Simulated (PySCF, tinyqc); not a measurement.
Ways to converge the cycle: SCF convergence aids in the sto-3g basis, for HF, spin multiplicity 1. Computed by the program tinyqc with PySCF. RHF with one setting changed at a time; a run stops when the energy changes by less than 1e-09 hartree and the error matrix is below 1e-5. The start is random orbitals. Damping d keeps d of the old density; a shift (hartree) raises the virtual levels; DIIS n extrapolates F over n matrices.

Geometry (angstrom):
```
atom       x       y       z
F     0.0000  0.0000  0.0000
H     0.0000  0.0000  1.5710
```

lowest restricted solution found by these runs and by PySCF = -98.388753 hartree

Largest element of the error matrix X^T (FDS - SDF) X:
```
iteration    plain  damping 0.3  damping 0.6  shift 0.4   DIIS 3   DIIS 8
1          1.8e+01      1.8e+01      1.8e+01    1.8e+01  1.8e+01  1.8e+01
2          3.6e-01      5.2e+00      1.0e+01    6.8e-01  3.6e-01  3.6e-01
3          3.4e-01      1.6e+00      6.2e+00    2.9e-01  3.6e-01  3.6e-01
4          1.3e-01      5.2e-01      3.7e+00    7.7e-02  3.6e-02  3.6e-02
5          4.6e-02      1.6e-01      2.3e+00    1.8e-02  5.7e-03  5.6e-03
6          1.6e-02      5.1e-02      1.4e+00    1.5e-02  4.0e-03  4.0e-03
8          2.6e-03      6.1e-03      5.1e-01    1.1e-02  7.9e-05  6.9e-05
10         1.5e-03      4.3e-03      1.9e-01    8.3e-03  6.1e-07  1.3e-06
14         5.3e-04      2.1e-03      2.6e-02    4.4e-03        -        -
20         1.1e-04      7.1e-04      3.2e-03    1.7e-03        -        -
30         7.3e-06      1.2e-04      1.2e-03    3.5e-04        -        -
45               -      8.0e-06      2.7e-04    3.2e-05        -        -
60               -            -      6.3e-05          -        -        -
```

How each run ends:
```
run          iterations  E (hartree)                                                        state
plain                30   -98.388753                                                 lowest found
damping 0.3          45   -98.388753                                                 lowest found
damping 0.6         >60   -98.388753  falls steadily but slowly, by a factor of about 0.91 a step
shift 0.4            53   -98.388753                                                 lowest found
DIIS 3               10   -98.388753                                                 lowest found
DIIS 8               10   -98.388753                                                 lowest found
```

What does the comparison show, and why?

5 of 6 runs reach the lowest restricted solution found, in 10 to 53 iterations (fastest: DIIS 3, DIIS 8). Not converged: damping 0.6. Plain steps already contract here, so damping only slows them. DIIS 3 and DIIS 8 gain by cancelling the error over several earlier matrices, much as a quasi-Newton step does. The restricted reference is unstable here: a spin-polarised solution lies 0.0787 hartree lower (PySCF), so results built on it describe a poor reference.
